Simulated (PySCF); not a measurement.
## Multinuclear NMR of 1,1,1-trifluoroethane

Cartesian coordinates in Å; atom numbers follow the order of the lines, from 1:
```xyz
8

C     0.809   -0.038   -0.079
C    -0.690    0.035    0.062
F    -1.324   -0.238   -1.089
F    -1.161   -0.834    0.970
F    -1.109    1.251    0.446
H     1.267    0.186    0.881
H     1.131    0.688   -0.821
H     1.087   -1.040   -0.395
```

[PySCF 2.14.0 with density-fitted response routines: couplings computed with B3LYP/pcJ-1; shielding tensors at PBE0/pcSseg-1 (GIAO); coordinates at the GFN2-xTB level; one conformer; non-relativistic; no solvent model; one averaged value for each set of equivalent atoms]

Question: Where does 19F resonate?

Answer: 
```
   atoms              environment  σ (ppm)  δ (ppm)
F3/F4/F5  fluorine of a CF3 group    249.7    -64.7
```

Shieldings were converted by a linear fit to measured shifts: 19F (scatter 6.0 ppm rms, 7.0 ppm with the 5 outliers that the fit left out vs CFCl3, solution or neat liquid, with a term for F on sp3 carbon). Occasional misses reach two or three times the rms, and more in compound classes unlike the fitted ones. Couplings are scaled by factors fitted to measured values: 2J(H,H) × 0.95 (rms 1.3 Hz), 1J(C,F) × 0.77 (rms 8.7 Hz), 2J(C,F) × 1.14 (rms 1.9 Hz, 10.1 with 1 outliers); all others are unscaled and can be 10–30 % off.

Couplings (the largest are listed; each averaged over equivalent pairs): 1J(C2,F3) = -263.6 Hz, 2J(F3,F4) = 68.7 Hz, 2J(C1,F3) = 36.4 Hz, 3J(F3,H6) = 11.2 Hz.

On a 400 MHz spectrometer 19F resonates near 376.4 MHz, so 1 ppm is 376.4 Hz.
